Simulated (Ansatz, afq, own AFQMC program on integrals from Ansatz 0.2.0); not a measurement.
Integrals from Ansatz 0.2.0, then the random walk in our own AFQMC program (afq).

```yaml
crystal:
  periodic: [false, false, false]
  atoms:
    - {symbol: Ge, position_ang: [0.000000, 0.018149, 1.432434]}
    - {symbol: Ge, position_ang: [0.000000, -0.039371, -1.477998]}
    - {symbol: H, position_ang: [0.000000, 1.224264, 2.403001]}
    - {symbol: H, position_ang: [0.000000, -1.250277, 2.319810]}
    - {symbol: H, position_ang: [0.000000, 1.555491, -1.439097]}
basis:
  gaussian: {orbitals: cc-pVDZ}
magnetization: {spin_polarized: true, initial_magnetization: 1}
correlation: {method: ccsd_t, electrons: outside_noble_gas, hamiltonian_folder: ham}
```

```sh
$ ansatz run in.yaml --threads 1 --pin off --events-out ev --progress --plain --max-ram 1382MiB
```

afq runs on the folder ham with

```
--method free --trial cisd --walkers 60 --time-step 0.03 --max-blocks 80 --target-error 0.0004 --factor-cut 1e-05 --seed 1683 --times 0,0.21,0.42,0.81,1.2,1.8,2.4,3 --taylor-order 8
```

Times are imaginary, in 1/Eh. The walk had a cap of 1706 s. Filled inner d shells are frozen with the cores.

afq prints:

```
orbitals 41  electrons 6 5  factors 331 of 785
reference energy -4152.33409343 Eh
CCSD correlation -0.20480574 Eh in 15 cycles, weight of the determinant in the CISD state 0.8051
repeat  energy at the last time / Eh  error
    10  -4152.548989  0.001614
    20  -4152.548337  0.001264
    30  -4152.548211  0.000869
    40  -4152.548188  0.000718
    50  -4152.548105  0.000670
    60  -4152.548118  0.000584
    70  -4152.547814  0.000544
    80  -4152.547980  0.000504
time / (1/Eh)  energy / Eh  error  mean overlap
  0.00  -4152.538849  0.000154  1.2415
  0.21  -4152.541616  0.000176  1.2409
  0.42  -4152.543615  0.000193  1.2353
  0.81  -4152.545855  0.000241  1.2316
  1.20  -4152.546929  0.000277  1.2278
  1.80  -4152.547612  0.000357  1.2413
  2.40  -4152.547430  0.000438  1.2830
  3.00  -4152.547980  0.000504  1.2831
energy -4152.547980 +/- 0.000504 Eh
```

The run passed its tests (error under three times the target), which doesn't prove that it has relaxed.

Against this walk (error 13.7 meV) on the same determinant: CCSD(T) 41.5 meV higher. The error is statistical, and a free projection of finite length keeps a remainder of its start. None of these is a sure reference here.

Cautions: remainder of the start not in the error; error above the target (13.7 against 10.9 meV); no relativity below Rb; no spin-orbit coupling; inner d shell frozen; higher spins were not checked; strong correlation (T1 0.053, weight of the determinant 0.81, largest double 0.11); unrestricted determinant slightly spin contaminated (⟨S²⟩ 0.82 against 0.75).

The walk took 4.7 min on 1 thread of Intel(R) Xeon(R) 6975P-C (Granite Rapids) (shared host). The log's last line is the free-projection energy.

A walk keeps the symmetry of its determinant, which the program's search chose and which needn't be the lowest solution, so a lower state of the same spin and another symmetry isn't excluded.
